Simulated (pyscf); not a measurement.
H₂N–Si:–NH₂ [singlet] + H• → [HN=Si–NH₂]• + H₂ (hydrogen abstraction; doublet surface; H–N broken, H–H formed). Structures and frequencies: ωB97X-D3(BJ)/def2-SVP in PySCF. Rate constants from transition-state theory, ωB97M-D3(BJ)/def2-TZVP energies (ideal gas, 1 atm, RRHO with modes under 100 cm⁻¹ raised to 100, one conformer, R ln 2 for chiral ones without a mode under 150 cm⁻¹; no tunnelling), k in cm³ molecule⁻¹ s⁻¹.

```tsv
T (K)	1000/T	log10 k
298	3.354	-18.86
600	1.667	-14.28
900	1.111	-12.65
1200	0.833	?
```

### Question
Fit an Arrhenius line to the three values, give the activation energy, and predict k at 1200 K.

### Answer
Least squares gives log10 k = -9.63 − 2.76 × 1000/T, so Ea = 2.76 × ln 10 × 1.987 = 12.6 kcal/mol, against an electronic barrier of 13.6. At 1200 K the line gives -11.93; the computed value is -11.77 (ΔG‡ = 35.0 kcal/mol), a factor 1.4 over the line, since the plot is curved. This is the saddle that the search found; another between the same sides may lie lower. The angle at the transferred H is 177°.
